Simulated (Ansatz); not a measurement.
Basis-set extrapolation for H₂Mg, SMILES `[MgH2]` (PBE0-D4/def2-TZVP geometry, frozen core, the Gaussian-basis code of Ansatz). Multiplicity 1, RHF reference. For Mg the program correlates outer-core shells too, which these sets cover unevenly, so the extrapolated numbers aren't a true limit.

```tsv
	def2-TZVPP	def2-QZVPP
HF	-200.731424	-200.740277
MP2 correlation	-0.217629	-0.258507
CCSD(T) correlation	-0.240557	-0.283633
```

Energies in hartree. Use E(X) = E(∞) + A·exp(−7.88·√X) for Hartree–Fock and E(X) = E(∞) + B·X^(−2.97) for correlation, with X = 3 and 4.

Question: What is the CCSD(T) energy at the basis-set limit?

Answer: HF limit: -200.740277 + (-0.008853) × 0.13774 = -200.74150. Correlation limit: -0.283633 + (-0.043076) × 0.74074 = -0.31554. Total: -201.05704 hartree, 53.4 kcal/mol below CCSD(T)/def2-TZVPP.
